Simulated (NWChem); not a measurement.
# NWChem input wanted

The species is [C2H3F3]+ (8 atoms), meant as a doublet with charge +1. SMILES of the parent species: `FCC(F)F`. The shape is that of a PBE0-D4/def2-TZVP optimisation. This is one conformer, not always the lowest. That shape belongs to the parent species and isn't relaxed for this state.

```tsv
atom	x (Å)	y (Å)	z (Å)
F	-1.1428	-0.6810	1.1631
C	-0.1882	0.1951	0.7118
C	0.1729	-0.1524	-0.7113
F	0.8242	-1.3358	-0.7565
F	1.0117	0.8036	-1.1822
H	0.7017	0.1189	1.3425
H	-0.5885	1.2115	0.7473
H	-0.6988	-0.2170	-1.3705
```

Settings wanted:

```yaml
task: energy
method: MP3
basis_set: def2-SVP
reference: UHF
frozen_core_orbitals: 5
SCF_convergence_threshold: 1e-08
iteration_cap: 80
engine: tce
coupled_cluster_iteration_cap: 60
module: tce
```

Problem. Give an NWChem 7.3.0 job that does this.

Solution. One that was run (others would do as well):

nw.nw:
```
start nw
memory stack 330 mb heap 110 mb global 1760 mb
charge 1

geometry units angstroms noautosym nocenter noautoz
  F     -1.142800    -0.681000     1.163100
  C     -0.188200     0.195100     0.711800
  C      0.172900    -0.152400    -0.711300
  F      0.824200    -1.335800    -0.756500
  F      1.011700     0.803600    -1.182200
  H      0.701700     0.118900     1.342500
  H     -0.588500     1.211500     0.747300
  H     -0.698800    -0.217000    -1.370500
end

basis "ao basis" spherical bse
  F library def2-SVP
  C library def2-SVP
  H library def2-SVP
end

scf
  nopen 1
  uhf
  thresh 1e-08
  maxiter 80
  noprint "final vectors analysis"
end

tce
  scf
  mbpt3
  freeze core 5
  maxiter 60
end

task tce
```

```bash
$ nwchem nw.nw > nw.out
```

Calculated total energy: -375.85123 Eh.
